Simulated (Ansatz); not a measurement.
## hcp Co

The numbers are results of PBE (Ansatz, a quantum-chemistry and plane-wave program, PAW), not measurements.

Numerical settings: plane-wave cutoff 520 eV, 30×30×16 k mesh (along the axes of the cell as run), Fermi–Dirac smearing 0.04 eV (set by the program), spin-polarised with parallel moments, scalar-relativistic PAW data made under PBE.

Cell (relaxed at this level):

```
CELL_PARAMETERS angstrom
      2.49418     0.00000     0.00000
     -1.24709     2.16002     0.00000
      0.00000     0.00000     4.03220
ATOMIC_POSITIONS crystal
  Co 0.66667 0.33333 0.75000
  Co 0.33333 0.66667 0.25000
```

```json
{
  "elastic constant C11": "352 GPa",
  "elastic constant C12": "169 GPa",
  "elastic constant C13": "114 GPa",
  "elastic constant C33": "408 GPa",
  "elastic constant C44": "98.3 GPa",
  "elastic constant C66": "91.3 GPa",
  "Voigt–Reuss–Hill bulk modulus": "212 GPa",
  "Voigt–Reuss–Hill shear modulus (Hill average)": "104 GPa",
  "young_modulus": "267 GPa",
  "poisson_ratio": "0.290"
}
```

Measured, for comparison: elastic constant C11 306 GPa, elastic constant C12 165 GPa, elastic constant C13 102 GPa, elastic constant C33 357 GPa, elastic constant C44 75 GPa (temperature not stated, no zero-point or thermal correction; as tabulated in Steinle-Neumann et al. (1999), arXiv:cond-mat/9904431). Computed (rounded) less measured: elastic constant C11 +15 %, elastic constant C12 +2 %, elastic constant C13 +12 %, elastic constant C33 +14 %, elastic constant C44 +31 %. A static lattice is as a rule a little smaller and stiffer than an uncorrected measurement, which narrows the difference in the elastic constant C12 and would widen misses of the other sign.

Elastic constants are with the ions relaxed.

The result took very roughly 60 core-minutes.
